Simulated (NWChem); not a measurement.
## Electron attachment to HN

```xyz
2

N      0.0000     0.0000     0.1326
H      0.0000     0.0000    -0.9279
```
Charge 0, spin multiplicity 3.

The numbers come from NWChem runs, not from measurements. Structure: optimised with UPBE/def2-SVP, a minimum by its harmonic frequencies.

Basis set: def2-TZVPD. −ε marks an orbital energy of the parent. The basis adds only a small set of diffuse functions.

B3LYP has NWChem's definition, with VWN1-RPA local correlation. This spin state was chosen for the runs; another may lie lower. The structure started from a generated list of species. The unpaired electrons of the parent sit in orbitals of symmetry b1 and b2 (C2v labels of the run); other states weren't searched. The stability of the SCF solutions was not checked.

Q: For the vertical electron affinity, −ε(beta LUMO) of B3LYP gives 3.23 eV and −ε(beta LUMO) of LDA (SVWN5) gives 4.79 eV. What do −ε(beta LUMO) of PBE, G0W0@PBE, G0W0@PBE0 give?

A: −ε(beta LUMO) of PBE: 4.25 eV; G0W0@PBE: 0.03 eV; G0W0@PBE0: -0.45 eV.
